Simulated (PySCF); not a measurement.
Working out the electron affinity of B

B⁻ [He] 2s2 2p2 (3P) → B [He] 2s2 2p1 (2P). All numbers are calculated (PySCF 2.14, scalar relativity by spin-free X2C-1e, in x2c-QZVPPall with one added diffuse shell each of s, p, d, f type (8s5p4d3f1g, 73 functions)). Frozen: nothing. Energies in hartree (1 hartree = 27.21139 eV):

| part | B⁻ (lower) | B (upper) |
| --- | --- | --- |
| UHF | -24.528558 | -24.539857 |
| MP2 opposite-spin | -0.069502 | -0.060969 |
| MP2 same-spin | -0.015322 | -0.004491 |

Q: What does Hartree-Fock give?

A: (-24.539857) − (-24.528558) = -0.011299 hartree = -0.307 eV.

Q: What do MP2 and SCS-MP2 (6/5 opposite-spin, 1/3 same-spin) give?

A: The opposite-spin parts differ by 0.232 eV and the same-spin parts by 0.295 eV. MP2: -0.307 + (0.232) + (0.295) = 0.220 eV. SCS-MP2: -0.307 + 1.2 × (0.232) + (0.295)/3 = 0.070 eV.

A first-order spin-orbit estimate adds -0.001 eV to MP2 (valence and next inner shell), giving 0.219 eV against 0.280 eV (measured; photodetachment measurements, as compiled on the Wikipedia data page of electron affinities).

What remains against the reference includes basis incompleteness and correlation beyond second order.
